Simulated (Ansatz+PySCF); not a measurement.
Values are calculated unless marked as measured or tabulated.
Input for PySCF 2.14.0:

```python
from pyscf import gto, scf, cc

mol = gto.M(atom="""
O 1.475940 0.000000 0.940270
N 0.000000 0.000000 0.000000
O -1.003640 0.000000 0.639390
""", basis='sto-3g', charge=0, spin=1)
mf = scf.UHF(mol)
mf.kernel()
mycc = cc.CCSD(mf, frozen=3).run()
et = mycc.ccsd_t()
print(mf.e_tot, mycc.e_corr, et, mycc.e_tot + et)
```

The script is written out from the run's settings.

The run gave:

```yaml
Converged: yes
Reference_energy: -201.27798 hartree
CCSD_correlation_energy: -0.20040 hartree
Triples_correction: -0.01133 hartree
Total_energy: -201.48972 hartree
Spin_squared_of_the_determinant: 1.310
```

The reference isn't the lowest determinant (another lies 1.26 eV lower), but the same method gives a higher total on the lower determinant. Caution: bonds are stretched, where a single reference can fail; the unrestricted determinant is spin contaminated.
